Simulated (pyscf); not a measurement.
Structures and frequencies: ωB97X-D3(BJ)/def2-SVP in PySCF. MP2 and CC: frozen core, UHF for open shells. ΔMP2 is the change of the MP2 total energy from the triple- to the quadruple-zeta basis.

Task: Estimate by transition-state theory (the high-pressure limit) the rate constant of F–SiH₂–SiH₃ → F–SiH₃ + silylene (SiH₂) [singlet] (singlet surface; Si–Si, F–Si broken, F–Si formed) at 900 K, with CCSD(T)/def2-TZVPP + ΔMP2(QZVPP) energies (ideal gas, 1 atm, RRHO with modes under 100 cm⁻¹ raised to 100, one conformer, R ln 2 for chiral ones without a mode under 150 cm⁻¹; no tunnelling).

Result: The electronic barrier is 54.6 kcal/mol and the thermal terms add +1.5, so ΔG‡ = 56.1 kcal/mol. With k_BT/h = 1.88e+13 s⁻¹ and RT = 1.788 kcal/mol, k = 4.4e-01 s⁻¹, a half-life of 1.6e+00 s through this channel alone. Wigner's tunnelling factor for 257i cm⁻¹ would be 1.01. A shift of 1 kcal/mol in the barrier changes k by a factor 1.7. On the product side the descent ends in an adduct with a F–Si contact, 9.0 kcal/mol under the separated species and 3.8 kcal/mol under the saddle at ωB97X-D3(BJ)/def2-TZVP. What is counted as broken (F–Si) persists as a longer contact in the product adduct; parting that adduct is a step of its own. One saddle was located; it need not be the lowest between these sides. The CCSD(T) − MP2 part came from Ansatz, without density fitting, on the same reference.
